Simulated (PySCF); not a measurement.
C4H6O2.
SMILES with atom numbers: `[CH2:1]=[CH:2][O:3][C:4]([CH3:5])=[O:6]` (hydrogens: H7, H8 on C1; H9 on C2; H10, H11, H12 on C5)

All values: wB97X-D/pcSseg-2 (PySCF, non-relativistic), on one gas-phase PBE0-D3(BJ)/def2-TZVP geometry that isn't relaxed in the solvent. The solvent is an IEF-PCM continuum (Bondi radii, 1.10 Å for H, scaled by 1.2). Only the electrostatic response of the medium enters.

Gas phase at wB97X-D/pcSseg-2: HOMO -9.24 eV, LUMO 1.37 eV, dipole 1.87 D.

What does the continuum do to the energy, the frontier levels and the dipole at wB97X-D/pcSseg-2 in chloroform?

```tsv
solvent	ε	E(solvent) − E(gas) (kJ/mol)	polarisation term (kJ/mol)	distortion of the solute (kJ/mol)	HOMO (eV)	LUMO (eV)	dipole (D)
chloroform	4.711	-15.10	-16.52	1.42	-9.24	1.38	2.25
```

Polarisation term: ½ Σ q·V over the induced surface charges. Distortion: the rise of the solute's own energy as its density leaves the gas-phase optimum.

Which radius a makes the point-dipole formula ΔE = −[(ε − 1)/(2ε + 1)]·μ²/a³ give the value in chloroform, with the gas-phase dipole?

μ = 0.735 au and |ΔE| = 0.00575 Eh give a = 1.71 Å; the farthest nucleus lies 3.47 Å from the centroid of the nuclei, so such a sphere wouldn't even hold the nuclei. The formula assumes a rigid point dipole at the centre of a sphere.

Time: 94 s wall, 2.9 min CPU; peak memory 2.4 GiB. Hardware: 2 threads of an Intel Xeon at 2.50 GHz, shared host with 64 logical CPUs at a one-minute load of 62. This is the whole shielding run at wB97X-D/pcSseg-2 in chloroform, SCF included.

Conformer computed: `[CH2:1]=[CH:2][O:3][C:4]([CH3:5])=[O:6]`: C1–C2–O3–C4 -179°, C2–O3–C4–C5 179°.

Note: wB97X-D ran without an empirical dispersion term, which enters the total energy and its gradient alone.
